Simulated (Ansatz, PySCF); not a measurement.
Molecule: prop-1-ene, C$_{3}$H$_{6}$, net charge 0, singlet state. SMILES: CC=C
Geometry: optimised at B3LYP-D3(BJ)/def2-TZVP (Ansatz, a quantum-chemistry and plane-wave program).

Quantity: enthalpy of formation at 298 K, in kcal/mol. Conventions: 6-311+G** with 5d; spin-orbit terms left out; six Cartesian d functions in 6-31G* and its kin unless marked 5d; non-relativistic; UHF or UKS for open shells; no dispersion term unless named; frozen cores in correlated levels. CBS marks a two-point X^-3 extrapolation of the correlation energy; Hartree-Fock from the larger set. The bracket is a focal-point correction in the basis named. First-principles rows: single points at B3LYP-D3(BJ) geometries (Ansatz), with unscaled harmonic terms from B3LYP/6-31G* at its own minima, enthalpies of formation by atomisation with measured atoms.

Measured values: Active Thermochemical Tables 1.112 (ions: stationary electron), as tabulated in the package chemicals; they hold spin-orbit and core effects, anharmonicity. 

Value to compare with, the measured value: 4.9 kcal/mol.

```tsv
level	program	enthalpy of formation at 298 K (kcal/mol)	error
PBE/3-21G	Ansatz	-5.8	-10.7
PBE/6-31G*	Ansatz	-9.1	-14.0
B3LYP/STO-3G	Ansatz	-145.9	-150.8
B3LYP/6-31G*	Ansatz	8.5	3.6
B3LYP/6-31+G*	Ansatz	14.1	9.2
B3LYP/def2-SVP	Ansatz	4.9	0.0
B3LYP/cc-pVDZ	Ansatz	20.6	15.7
B3LYP/6-311+G**	Ansatz	12.4	7.5
M06-2X/6-311+G**	PySCF	11.9	7.0
PBE0/def2-TZVPD	Ansatz	4.0	-0.9
wB97M-V/def2-TZVPD	Ansatz	5.8	0.9
wB97X-V/def2-TZVPD	Ansatz	8.0	3.1
RI-MP2/CBS(aug-cc-pVTZ,aug-cc-pVQZ)+[CCSD(T)-MP2]/aug-cc-pVTZ	Ansatz	6.5	1.6
```

Among the 9 habitual levels, B3LYP/STO-3G lies farthest from the measured value (-150.8 kcal/mol) and B3LYP/def2-SVP nearest (0.0); 5 of 9 lie above it, and their mean absolute error is 24.3 kcal/mol, the median 9.2. One case shows no general order.

The levels are drawn from those run, B3LYP/6-31G* more often than the rest, none by its result; runs whose electronic state is in doubt are left out.
